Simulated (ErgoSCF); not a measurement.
# One shape, several levels: CH5FSi (SMILES C[SiH2]F)

We compute a comparison of 3 runs (CAM-B3LYP/STO-3G, SVWN3(Ergo)/Ahlrichs VDZ, OLYP/6-31G**) of CH5FSi. 

Program for the calculation: ErgoSCF 3.8.

9 further runs of the same task are left out: 5 that didn't finish, 4 set aside as unsound or not needed.

## 1. The molecule

CH5FSi: 8 atoms, total charge 0, spin state singlet. As SMILES, `C[SiH2]F`. The coordinates come from a PBE0-D4/def2-TZVP relaxation.

Bond lengths: C1–Si2 1.853 Å, Si2–F3 1.604 Å, C1–H4 1.092 Å, C1–H5 1.094 Å, C1–H6 1.092 Å, Si2–H7 1.485 Å, Si2–H8 1.485 Å. Some angles: C1–Si2–F3 109.4°, C1–Si2–H7 111.5°, C1–Si2–H8 111.5°, F3–Si2–H7 107.3°, F3–Si2–H8 107.3°, Si2–C1–H4 111.0°, Si2–C1–H5 110.1°, Si2–C1–H6 111.1°, H7–Si2–H8 109.7°, H4–C1–H5 108.1°.

## 2. A single-point energy at CAM-B3LYP/STO-3G (run 1)

Contents of job.ego:

```
set_nthreads(1)
molecule_inline Angstrom
C     -0.521400     0.700300    -0.437000
Si     0.448400    -0.642000     0.395200
F      1.946500    -0.649600    -0.178800
H     -0.562400     0.542500    -1.517100
H     -1.546700     0.713200    -0.056500
H     -0.077200     1.680300    -0.248400
H      0.538700    -0.420800     1.860700
H     -0.133700    -1.981200     0.126000
EOF
use_6_d_functions = 1
XC.type = "HiCu"
basis = "STO-3G"
scf.use_diagonalization = 1
charge = 0
scf.max_number_of_iterations = 100
scf.output_mulliken_pop = 1
tmpdir = "."
run "Camb3lyp"
```

The basis set STO-3G is read from a file made from the Basis Set Exchange's data (not shown).

Launch:

```console
$ ergo job.ego
```

Standard output:

```text
[...]
INMA  use_6_d_functions := 1
[...]
INSC Energy   1 =       -363.63994906622
[...]
INDE E_LUMO =          0.35583778098
[...]
INSC Energy  15 =       -425.10246265804  ( diff     -0.000000000002160 )
[...]
RESC CONVERGED after  15 iterations.
RESC FINAL ENERGY:       -425.10246265804
[...]
INSC SCF: dipole_moment_x [atomic units] =      -0.30115911
INSC SCF: dipole_moment_y [atomic units] =       0.06900310
INSC SCF: dipole_moment_z [atomic units] =       0.05486622
[...]
```

It took 11 s on 1 thread of Intel Xeon Platinum 8259CL at 2.50GHz (Skylake/Cascade Lake), shared host; peak memory 0.27 GiB.

## 3. The excited states at SVWN3(Ergo)/Ahlrichs VDZ (run 2)

Contents of mol.xyz:

```xyz
8

C     -0.521400     0.700300    -0.437000
Si     0.448400    -0.642000     0.395200
F      1.946500    -0.649600    -0.178800
H     -0.562400     0.542500    -1.517100
H     -1.546700     0.713200    -0.056500
H     -0.077200     1.680300    -0.248400
H      0.538700    -0.420800     1.860700
H     -0.133700    -1.981200     0.126000
```

Contents of ergo.in:

```
set_nthreads("env")
molecule "mol.xyz"
basis = "Ahlrichs-VDZ"
scf.max_number_of_iterations = 150
XC.type = "Turbo"
scf.output_mulliken_pop = 1
tmpdir = "."
lr.max_iterations = 30
get_excited_state "SVWN3" 2
```

Launch:

```console
$ ergo ergo.in
```

Standard output:

```text
[...]
INDF Weighted mixed functional:
[...]
INSC Energy   1 =       -270.65378656391
[...]
INDE PURIFICATION CONVERGED after 35 iterations
[...]
INDE PURIFICATION CONVERGED after 37 iterations
[...]
INDE PURIFICATION CONVERGED after 29 iterations
[...]
INDE PURIFICATION CONVERGED after 29 iterations
[...]
INDE E(LUMO) - E(HOMO) <=          0.32269545538 =          8.78099071812 eV
[...]
INSC Energy  27 =       -428.70747642656  ( diff     -0.000000000001478 )
[...]
RESC CONVERGED after  27 iterations.
RESC FINAL ENERGY:       -428.70747642656
[...]
INSC SCF: dipole_moment_x [atomic units] =      -0.82650276
INSC SCF: dipole_moment_y [atomic units] =       0.23802634
INSC SCF: dipole_moment_z [atomic units] =       0.10638297
[...]
```

On the terminal:

```text
Step  1: ssize:   4 |r|=    0.0411947 shift=  0.294913
Step  2: ssize:   8 |r|=    0.0104297 shift=  0.294006
Step  3: ssize:  12 |r|=    0.0030843 shift=  0.293925
Step  4: ssize:  16 |r|=   0.00109073 shift=  0.293918
Step  5: ssize:  20 |r|=   0.00274852 shift=  0.294859
Step  6: ssize:  22 |r|=   0.00122754 shift=  0.294852
STATE 1 TRANSITION MOMENT:           -0.0490564 ENERGY             7.997886 eV
STATE 2 TRANSITION MOMENT:            -0.183103 ENERGY             8.023276 eV
STATE 1 TRANSITION MOMENT:              -0.1228 ENERGY             7.997886 eV
STATE 2 TRANSITION MOMENT:             0.155521 ENERGY             8.023276 eV
STATE 1 TRANSITION MOMENT:            -0.133309 ENERGY             7.997886 eV
STATE 2 TRANSITION MOMENT:           -0.0731664 ENERGY             8.023276 eV
Eigenvalue  1:     0.293916888 Tran.Mom.:     0.187770634
Eigenvalue  2:     0.294849958 Tran.Mom.:     0.251131178
```

It took 13 s on 1 thread of Intel Xeon Platinum 8259CL at 2.50GHz (Skylake/Cascade Lake), shared host; peak memory 0.27 GiB.

The roots found:

```
excited state  energy (eV)  strength
            1        7.998    0.0069
            2        8.023    0.0124
```

## 4. The energy at OLYP/6-31G(d,p) (spherical functions) (run 3)

mol.xyz is that of step 3.

Contents of job.ego:

```
set_nthreads("env")
molecule "mol.xyz"
basis = "6-31Gss"
scf.max_number_of_iterations = 150
scf.use_diagonalization = 1
XC.type = "LMG"
charge = 0
tmpdir = "."
scf.output_mulliken_pop = 1
spin_polarization = 0
run "OLYP"
```

Launch:

```console
$ ergo job.ego
```

Standard output:

```text
[...]
INDF Weighted mixed functional:
[...]
INSC Energy   1 =       -168.01856295915
[...]
INDE E_LUMO =          0.00877402573
[...]
INSC Energy  16 =       -430.43496737907  ( diff     -0.000000000011937 )
[...]
RESC CONVERGED after  16 iterations.
RESC FINAL ENERGY:       -430.43496737907
[...]
INSC SCF: dipole_moment_x [atomic units] =      -0.59122536
INSC SCF: dipole_moment_y [atomic units] =       0.25522025
INSC SCF: dipole_moment_z [atomic units] =      -0.00028071
[...]
```

It took 18 s on 1 thread of Intel Xeon Platinum 8259CL at 2.50GHz (Skylake/Cascade Lake), shared host; peak memory 0.27 GiB.

## 5. The series

```
run                               level     task  Cartesian functions  energy (Eh)  dipole moment (D)  wall time
  1                    CAM-B3LYP/STO-3G   energy                  yes  -425.102463               0.80       11 s
  2            SVWN3(Ergo)/Ahlrichs VDZ  excited                   no  -428.707476               2.20       13 s
  3  OLYP/6-31G** (spherical functions)   energy                   no  -430.434967               1.64       18 s
```

## 6. What came out

| quantity | value |
| --- | --- |
| run 3: total energy | -430.43497 Eh |
| run 3: dipole moment | 1.64 D |

What this shows: The dipole moment (its size) runs from 0.80 D (CAM-B3LYP/STO-3G) to 2.20 D (SVWN3(Ergo)/Ahlrichs VDZ). The two ends differ in method and basis. Totals of different functionals can't be ranked against each other. In run 1 the basis is minimal, so the values are rough. All runs together took 42 s, the longest 18 s.
